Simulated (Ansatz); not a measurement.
Reaction (SMILES): [SiH3] (SiH3) → SiH3+ (singlet, bonded as [SiH3]) + e-
B3LYP-D3(BJ)/def2-TZVP geometries, fixed; electronic energies without zero-point terms.
Largest species:
```
Si
H 1 1.4828
H 1 1.4828 2 111.02
H 1 1.4828 2 111.02 3 124.02
```
Charge 0, spin multiplicity 2.

Effect of a fitting basis named in the input at wB97M-V/aug-cc-pV(Q+d)Z with Ansatz (a first-principles code), against the last row, where the adiabatic ionisation energy is 7.96 eV. Open shells are unrestricted. The default fits or decomposes integrals by the program's own choice; accuracy: high also tightens integrals, grids and stops.

| setting | largest shift of a total energy (mEh) | shift of the adiabatic ionisation energy (eV) |
|---|---|---|
| fitting: def2-SV(P)-JKFIT | -0.059 | 0.000 |
| fitting: def2-universal-JKFIT | -0.059 | 0.000 |
| fitting: cc-pVTZ-JKFIT | -0.042 | 0.000 |
| fitting: cc-pVQZ-JKFIT | -0.023 | 0.000 |
| fitting: cc-pV5Z-JKFIT | -0.022 | 0.000 |
| accuracy: medium (default) | 0.000 | 0.000 |

Within 0.002 eV in the adiabatic ionisation energy: fitting: def2-SV(P)-JKFIT; fitting: def2-universal-JKFIT; fitting: cc-pVTZ-JKFIT; fitting: cc-pVQZ-JKFIT; fitting: cc-pV5Z-JKFIT. The largest shift is 0.059 mEh in a total energy and 0.000 eV in the difference.
